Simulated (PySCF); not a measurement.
CHCl₂, optimised at PBE/def2-SVP:

```xyz
4

Cl    -0.0598     0.7402    -1.6321
C      0.1261    -0.0791    -0.1370
Cl    -0.0771    -1.7805    -0.0676
H      0.8031     0.3749     0.6018
```

Energies from PySCF (xtb for GFN2), thermal terms from the rigid-rotor harmonic-oscillator model, ideal gas at 1 bar. 6-31G* has spherical d functions here. Open shells (unrestricted): CHCl₂ (multiplicity 2). GFN2 has no spin-polarisation term. B3LYP is the form with VWN-RPA correlation. CHCl₂: computed as isolated molecules; such fragments, hydroxides, amides, oligomers or adducts are transient or little studied in the gas.

**Question.** List the harmonic frequencies (cm⁻¹, unscaled) at this level and at the other levels, each on its own geometry.

**Answer.** 
- PBE/def2-SVP: 293, 416, 745, 880, 1184, 3151
- B3LYP/6-31G*: 304, 481, 754, 877, 1268, 3248
- GFN2-xTB: 275, 487, 740, 806, 1136, 3067
- HF/6-31G*: 323, 605, 804, 960, 1375, 3429
- PBE0/def2-TZVP: 303, 402, 773, 923, 1237, 3242
